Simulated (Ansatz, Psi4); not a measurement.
**Heat of formation of SO2 (SMILES O=S=O) from total energies**

SO2: 3 atoms, total charge 0, spin state singlet. As SMILES, `O=S=O`. The shape is that of a PBE0-D4/def2-TZVP optimisation.

```csv
atom,x (Å),y (Å),z (Å)
O,-0.9744,0.6459,-0.4595
S,0.2695,0.3574,0.1868
O,0.7049,-1.0033,0.2727
```

Total energies at B3LYP/6-31G* (Cartesian functions) (Psi4 1.11); the atoms run unrestricted:

```tsv
species	state	energy (Eh)
SO2	singlet	-548.584951
O	triplet	-75.060621
S	triplet	-398.104991
```

Harmonic wavenumbers at PBE0-D4/def2-TZVP, in cm⁻¹: 532, 1217, 1420.

Measured heats of formation of the gaseous atoms at 298.15 K, in kJ/mol: O 249.2, S 277.0. Spin-orbit lowering of the atoms at 298 K (mean of the ground term's levels less their thermal mean, from spectra), in kJ/mol: O 0.40, S 1.88. Take 1 Eh = 2625.50 kJ/mol, 1 cm⁻¹ = 0.0119627 kJ/mol, RT = 2.479 kJ/mol.

Task: What heat of formation follows?

Result: 
1. Electronic atomisation energy: 2 × (-75.060621) + (-398.104991) − (-548.584951) = 0.358718 Eh = 941.8 kJ/mol.
2. Zero-point energy: half the sum of the wavenumbers, 1584.5 cm⁻¹ = 19.0 kJ/mol.
3. Thermal vibrational enthalpy, Σ hcν̃/(exp(hcν̃/kT) − 1): 0.6 kJ/mol. Translation, rotation and pV of a non-linear molecule: 4 RT = 9.9 kJ/mol.
4. The 3 free atoms carry 5/2 RT each: 18.6 kJ/mol.
5. Spin-orbit coupling lowers the free atoms by 2 × 0.40 + 1.88 = 2.7 kJ/mol.
6. Atomisation enthalpy at 298 K: 941.8 − 2.7 − 19.0 − 0.6 − 9.9 + 18.6 = 928.2 kJ/mol.
7. Sum of the atoms' heats of formation: 775.4 kJ/mol. Heat of formation: 775.4 − 928.2 = -152.8 kJ/mol.

The tabulated value is -296.8 kJ/mol (NIST-JANAF tables), so this level is off by +144.0 kJ/mol, or 13.4 % of the atomisation enthalpy that the table implies (1072.3 kJ/mol). Anharmonicity and any spin-orbit splitting of the molecule are left out.
